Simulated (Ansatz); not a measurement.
**One shape, several levels: C2H6O3S (dimethyl sulfite)**

Aim: a comparison of 6 runs (HF/3-21G, HSE06/6-31G*, PBE-QIDH/6-31G*, wB97M-V/6-31G*, B3LYP/6-31G*, RPA@PBE0/6-31G*) of C2H6O3S (dimethyl sulfite). 

The calculation is run with Ansatz 0.2.0.

59 further runs of the same task are left out: 59 set aside as unsound or not needed.

### 1 Starting point

The species is C2H6O3S (12 atoms), meant as a singlet with charge 0. As SMILES, `COS(=O)OC`. The C1–H9 distance was set to 1.970 Å, away from the relaxed value. At this shape a bond of the SMILES string is far longer than usual.

Bond lengths: C1–O2 1.424 Å, O2–S3 1.631 Å, S3–O4 1.441 Å, S3–O5 1.613 Å, O5–C6 1.432 Å, C1–H7 1.089 Å, C1–H8 1.093 Å, C6–H10 1.090 Å, C6–H11 1.092 Å, C6–H12 1.088 Å. Some angles: C1–O2–S3 114.5°, O2–S3–O4 102.7°, O2–S3–O5 99.5°, O4–S3–O5 108.6°, S3–O5–C6 117.3°, O2–C1–H7 106.4°, O2–C1–H8 110.8°, O5–C6–H10 110.4°, O5–C6–H11 110.6°, O5–C6–H12 105.7°.

### 2 The energy at HF/3-21G (run 1)

File run.yaml:

```yaml
crystal:
  periodic: [false, false, false]
  atoms:
    - {symbol: C, position_ang: [-1.576953, -0.959609, 0.106191]}
    - {symbol: O, position_ang: [-0.775623, -0.672979, -1.035529]}
    - {symbol: S, position_ang: [0.762327, -0.250589, -0.694239]}
    - {symbol: O, position_ang: [1.344267, -0.092329, -2.003149]}
    - {symbol: O, position_ang: [0.502817, 1.211871, -0.065119]}
    - {symbol: C, position_ang: [0.052627, 2.240081, -0.955149]}
    - {symbol: H, position_ang: [-2.439313, -1.517279, -0.254839]}
    - {symbol: H, position_ang: [-1.908373, -0.037549, 0.589791]}
    - {symbol: H, position_ang: [-0.594160, -2.058900, 1.412250]}
    - {symbol: H, position_ang: [0.747927, 2.352871, -1.786929]}
    - {symbol: H, position_ang: [-0.943023, 2.007751, -1.337359]}
    - {symbol: H, position_ang: [0.022657, 3.151041, -0.361189]}
basis:
  gaussian:
    orbitals: 3-21G.json
hamiltonian:
  xc: hf
accuracy: high
output: {orbitals: {seedname: orbitals}}
```

The basis set 3-21G is read from a file made from the Basis Set Exchange's data (not shown).

Started as:

```sh
$ ansatz run run.yaml --threads 1 --pin off --max-ram 3480MiB --events-out events.jsonl --progress --plain --runs-dir runs
```

Standard output:

```text
Warning: RAYON_NUM_THREADS=1 ignored (pool sized by the plan → 1); use --threads N
Functional definition: HF
  name "HF"
  exchange = exact_x
  correlation = 0
1660 factors; integrals over basis functions are off by at most 1.0e-8 eV
mean field evaluation 1: about -18971.3396 eV, gradient 4.4e1 eV
mean field evaluation 2: about -18972.0388 eV, gradient 4.5e1 eV
mean field evaluation 4: about -18976.3062 eV, gradient 5.1e0 eV
mean field evaluation 8: about -18976.3953 eV, gradient 6.1e-1 eV
mean field evaluation 16: about -18976.3972 eV, gradient 1.1e-8 eV
mean field -18976.39719236 eV, -697.3697341554 hartree, gradient 3.8e-8 eV, S^2 0.000000; 0 other end points of the search recorded, 0 dependent functions left out
reference -18976.39719236 eV, -697.3697341554 hartree; 29, 29 occupied and 41, 41 virtual orbitals, 1660 factors
Total energy: -18976.39719236 eV, -697.3697341554 hartree
```

Wall time 1.4 s (1 thread of Arm Neoverse V1, shared host); peak memory 0.17 GiB.

### 3 The energy at HSE06/6-31G(d) (spherical functions) (run 2)

File input.yaml:

```yaml
crystal:
  periodic: [false, false, false]
  atoms:
    - {symbol: C, position_ang: [-1.576953, -0.959609, 0.106191]}
    - {symbol: O, position_ang: [-0.775623, -0.672979, -1.035529]}
    - {symbol: S, position_ang: [0.762327, -0.250589, -0.694239]}
    - {symbol: O, position_ang: [1.344267, -0.092329, -2.003149]}
    - {symbol: O, position_ang: [0.502817, 1.211871, -0.065119]}
    - {symbol: C, position_ang: [0.052627, 2.240081, -0.955149]}
    - {symbol: H, position_ang: [-2.439313, -1.517279, -0.254839]}
    - {symbol: H, position_ang: [-1.908373, -0.037549, 0.589791]}
    - {symbol: H, position_ang: [-0.594160, -2.058900, 1.412250]}
    - {symbol: H, position_ang: [0.747927, 2.352871, -1.786929]}
    - {symbol: H, position_ang: [-0.943023, 2.007751, -1.337359]}
    - {symbol: H, position_ang: [0.022657, 3.151041, -0.361189]}
basis:
  gaussian: {orbitals: 6-31G_st_-spherical.json}
output: {orbitals: {seedname: orbitals}}
hamiltonian: {xc: hse06}
accuracy: high
```

The basis set 6-31G* is read from a file made from the Basis Set Exchange's data (not shown).

Started as:

```sh
$ ansatz run input.yaml --threads 1 --pin off --max-ram 3480MiB --events-out events.jsonl --progress --plain --runs-dir runs
```

Standard output:

```text
Warning: RAYON_NUM_THREADS=1 ignored (pool sized by the plan → 1); use --threads N
Functional definition: HSE06
  name "HSE06"
  parameter a = 0.25
  parameter omega = 0.11/bohr
  exchange = pbe_x - a*pbe_x_sr(omega) + a*exact_x_sr(omega)
  correlation = pbe_c
2416 factors; integrals over basis functions are off by at most 3.9e-9 eV
113 factors; integrals over basis functions are off by at most 9.1e-10 eV
mean field evaluation 1: about -19119.2838 eV, gradient 6.8e1 eV
mean field evaluation 2: about -19096.1423 eV, gradient 1.3e2 eV
mean field evaluation 4: about -19128.1756 eV, gradient 1.0e1 eV
mean field evaluation 8: about -19128.8586 eV, gradient 2.0e0 eV
mean field evaluation 16: about -19128.8686 eV, gradient 4.3e-4 eV
mean field -19128.86859628 eV, -702.9729549003 hartree, gradient 3.6e-8 eV, S^2 0.000000; 0 other end points of the search recorded, 0 dependent functions left out
reference -19128.86859898 eV, -702.9729549995 hartree; 29, 29 occupied and 71, 71 virtual orbitals, 2416 factors
Total energy: -19128.86859898 eV, -702.9729549995 hartree
```

It took 16 s on 1 thread of Arm Neoverse V1, shared host; peak memory 0.42 GiB.

Runs 3 to 4 aren't shown in full; the table further down has their settings and results.

### 4 A single-point energy at B3LYP/6-31G(d) (Cartesian functions) (run 5)

Edit run.yaml of step 2 so:

```diff
@@ -17,6 +17,10 @@
   gaussian:
-    orbitals: 3-21G.json
+    orbitals: "6-31G*"
+magnetization:
+  spin_polarized: false
+  initial_magnetization: 0
 hamiltonian:
-  xc: hf
+  xc: {name: B3LYP}
 accuracy: high
-output: {orbitals: {seedname: orbitals}}
+output:
+  orbitals: {seedname: orbitals}
```

Started as:

```sh
$ ansatz run run.yaml --threads 1 --pin off --max-ram 3480MiB --events-out events.jsonl --progress --plain --runs-dir runs
```

Standard output:

```text
Warning: RAYON_NUM_THREADS=1 ignored (pool sized by the plan → 1); use --threads N
Functional definition: B3LYP
  name "B3LYP"
  parameter a0 = 0.2
  parameter ax = 0.72
  parameter ac = 0.81
  exchange = (1 - a0 - ax)*slater_x + ax*b88_x + a0*exact_x
  correlation = (1 - ac)*vwn_rpa_c + ac*lyp_c
2442 factors; integrals over basis functions are off by at most 3.5e-9 eV
mean field evaluation 1: about -19132.2397 eV, gradient 7.5e1 eV
mean field evaluation 2: about -19105.6813 eV, gradient 1.4e2 eV
mean field evaluation 4: about -19142.4428 eV, gradient 1.1e1 eV
mean field evaluation 8: about -19142.6963 eV, gradient 3.9e-1 eV
mean field evaluation 16: about -19142.9353 eV, gradient 8.4e-4 eV
mean field -19142.93527950 eV, -703.4898959741 hartree, gradient 7.7e-8 eV, S^2 0.000000; 0 other end points of the search recorded, 0 dependent functions left out
reference -19142.93531766 eV, -703.4898973763 hartree; 29, 29 occupied and 77, 77 virtual orbitals, 2442 factors
Total energy: -19142.93531766 eV, -703.4898973763 hartree
```

Wall time 13 s (1 thread of Arm Neoverse V1, shared host); peak memory 0.41 GiB.

### 5 The energy at RPA@PBE0/6-31G(d) (spherical functions) (run 6)

Edit input.yaml of step 3 so:

```diff
@@ -17,4 +17,4 @@
   gaussian: {orbitals: 6-31G_st_-spherical.json}
-output: {orbitals: {seedname: orbitals}}
-hamiltonian: {xc: hse06}
+hamiltonian: {xc: pbe0}
+correlation: {method: rpa, frozen_orbitals: {C: 1, H: 0, O: 1, S: 5}}
 accuracy: high
```

The basis set 6-31G* is read from a file made from the Basis Set Exchange's data (not shown).

Started as:

```sh
$ ansatz run input.yaml --threads 1 --pin off --max-ram 3480MiB --events-out events.jsonl --progress --plain --runs-dir runs
```

Standard output, shortened:

```text
Warning: RAYON_NUM_THREADS=1 ignored (pool sized by the plan → 1); use --threads N
Functional definition: PBE0
  name "PBE0"
[...]
2416 factors; integrals over basis functions are off by at most 3.9e-9 eV
[...]
mean field -19129.44421670 eV, -702.9941085606 hartree, gradient 3.4e-8 eV, S^2 0.000000; 0 other end points of the search recorded, 0 dependent functions left out
10 core orbitals not correlated: weight in the atoms' cores, before any rotation towards them, 1.000 or more for the frozen orbitals, at most 0.000 for the correlated occupied ones
reference -19076.57561438 eV, -701.0512232612 hartree; 19, 19 occupied and 71, 71 virtual orbitals, 2416 factors
Total energy: -19112.41461879 eV, -702.3682823808 hartree
```

It took 25 s on 1 thread of Arm Neoverse V1, shared host; peak memory 0.42 GiB.

### 6 The series

```tsv
run	level	frozen core orbitals	Cartesian functions	energy (Eh)	HOMO energy (eV)	LUMO energy (eV)	HOMO–LUMO gap (eV)	wall time
1	HF/3-21G	–	no	-697.369734	-10.63	1.92	12.55	1.4 s
2	HSE06/6-31G* (spherical functions)	–	no	-702.972955	-7.40	-2.20	5.19	16 s
3	PBE-QIDH/6-31G* (spherical functions)	10	no	-702.745518	-9.82	0.06	9.88	18 s
4	wB97M-V/6-31G* (spherical functions)	–	no	-703.336567	-9.96	0.27	10.23	2.1 min
5	B3LYP/6-31G* (Cartesian functions)	–	yes	-703.489897	-7.55	-2.07	5.48	13 s
6	RPA@PBE0/6-31G* (spherical functions)	10	no	-702.368282	–	–	–	25 s
```

### 7 What came out

| quantity | value |
| --- | --- |
| run 6: total energy | -702.36828 Eh |
| run 6: RPA correlation energy (valence) | -1317.1 mEh |

**Reading.** Over runs 1, 2, 3, 4, 5 the HOMO–LUMO gap runs from 5.19 eV (HSE06/6-31G*) to 12.55 eV (HF/3-21G). The two ends differ in method and basis. Totals of different functionals can't be ranked against each other. In run 3 the log says that unrestricted orbitals would lower the reference, so the values rest on an unstable closed-shell determinant (other closed-shell runs at this shape may share the fault). In runs 1, 2, 3, 4, 5 a closed-shell determinant meets a far-stretched bond, which it describes badly. All runs together took 3.3 min, the longest 2.1 min.
